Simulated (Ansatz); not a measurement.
# HNOSi: the cost of one run

The runs use Ansatz 0.2.0, Gaussian basis; def2-QZVPP, all electrons in the functionals, frozen cores in the correlation of double hybrids and RPA.

Plan: wB97M-V, B2PLYP, at charge 0, triplet; charge 0, singlet; charge 0, quintet; charge 1, doublet; charge 1, quartet.

2 further runs of the same task are left out: 2 set aside as unsound or not needed.

### 1 What is computed

The geometry is a PBE0/def2-TZVP stationary point (not a proven minimum).

4 atoms, charge 0, spin multiplicity 3.

Atoms are counted from 1 here; the program's logs count them from 0.

Bond lengths: O1–N2 1.340 Å, O1–H4 0.970 Å, N2–Si3 1.779 Å. Angles: N2–O1–H4 105.4°, O1–N2–Si3 115.0°.

No dispersion term is added; wB97M-V holds VV10 nonlocal correlation.

The geometry shown and the zero of energy belong to the point charge 0, triplet. The yardstick, UCCSD(T), and other wave-function levels (R restricted, U unrestricted, valence and pair active spaces) come from earlier runs.

### 2 wB97M-V, charge 0, triplet

File in.yaml:

```yaml
crystal:
  periodic: [false, false, false]
  atoms:
    - {symbol: O, position_ang: [0.000000, 0.337434, 1.469190]}
    - {symbol: N, position_ang: [0.000000, -0.573001, 0.485749]}
    - {symbol: Si, position_ang: [0.000000, 0.099776, -1.161533]}
    - {symbol: H, position_ang: [0.000000, -0.173786, 2.294129]}
basis:
  gaussian: {orbitals: "def2-QZVPP.json"}
magnetization: {spin_polarized: true, initial_magnetization: 2}
hamiltonian: {xc: {name: wB97M-V}}
output: {orbitals: {seedname: orbitals}}
```

Launch:

```bash
$ ansatz run in.yaml --threads 1 --pin off --events-out ev --progress --plain --max-ram 2393MiB
```

What time and memory should one allow on 1 thread of Arm Neoverse V2, shared host?

About 59 s, with a peak of 0.73 GiB.
